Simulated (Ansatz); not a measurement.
Species: formaldehyde, CH₂O (charge 0, singlet). 
Coordinates optimised at B3LYP-D3(BJ)/def2-TZVP (Ansatz, a quantum-chemistry and plane-wave program):
```
C
O 1 1.1989
H 1 1.1075 2 122.05
H 1 1.1075 3 115.91 2 180.00
```
Charge 0, spin multiplicity 1.

Wanted: vertical ionisation energy (to the doublet state of charge +1; each state is the SCF solution reached for its spin), in eV. Valence correlation only, unless marked. UHF or UKS for open shells. Spin-orbit coupling is left out. Non-relativistic. Basis-set limits of correlation are two-point, X^-3; Hartree-Fock from the larger set. [CCSD(T)-MP2]/basis is that difference in the basis named.

Measured: 10.88 eV (CCCBDB table in ASE); it holds spin-orbit and relativistic effects, which these rows lack, and core correlation, which the frozen-core levels lack. This is an older compilation, not checked against later work.

| level | program | vertical ionisation energy (eV) | error against measurement |
|---|---|---|---|
| HF/aug-cc-pVDZ | Ansatz | 9.47 | -1.41 |
| RI-HF/aug-cc-pVQZ | Ansatz | 9.46 | -1.42 |
| B3LYP/def2-TZVPD | Ansatz | 10.89 | 0.01 |
| CAM-B3LYP/def2-TZVPD | Ansatz | 10.90 | 0.02 |
| MP2/def2-SVPD | Ansatz | 11.21 | 0.33 |
| MP2/def2-TZVPPD | Ansatz | 11.31 | 0.43 |
| RI-MP2/aug-cc-pVQZ | Ansatz | 11.41 | 0.53 |
| RI-MP2/def2-TZVPPD | Ansatz | 11.31 | 0.43 |
| RI-MP2/CBS(aug-cc-pVTZ,aug-cc-pVQZ) | Ansatz | 11.46 | 0.58 |
| RI-MP2/CBS(def2-TZVPPD,def2-QZVPPD) | Ansatz | 11.44 | 0.56 |
| SCS-MP2/aug-cc-pVTZ | Ansatz | 11.27 | 0.39 |
| CCSD(T)/def2-SVPD | Ansatz | 10.79 | -0.09 |
| RI-MP2/CBS(aug-cc-pVTZ,aug-cc-pVQZ)+[CCSD(T)-MP2]/aug-cc-pVTZ | Ansatz | 11.02 | 0.14 |
| RI-MP2/CBS(def2-TZVPPD,def2-QZVPPD)+[CCSD(T)-MP2]/def2-TZVPPD | Ansatz | 11.01 | 0.13 |
| CCSD(T)/CBS(def2-TZVPPD,def2-QZVPPD) | Ansatz | 10.99 | 0.11 |
